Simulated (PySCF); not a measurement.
fluoroethene (C2H3F), SMILES C=CF.

The structure is a stationary point at B3LYP-D3(BJ)/def2-TZVP.

Two levels are set side by side: TDA-PBE/def2-SVPD (PySCF) and ADC(2)/aug-cc-pVDZ (PySCF). Vertical, same geometry; the bases differ. Differences are taken from unrounded values.

```csv
quantity,ADC(2)
lowest singlet excitation (eV),7.01
```

What does TDA-PBE give, and how far is it from ADC(2)? (Estimate from the structure and the level; the computed values follow.)


```csv
quantity,TDA-PBE,TDA-PBE minus ADC(2)
lowest singlet excitation (eV),7.03,0.02
```

Here PBE gives about what the other level gives.

Rough cost on one machine, each run with all the roots and properties that it gave: ADC(2) against TDA-PBE about 8 times.
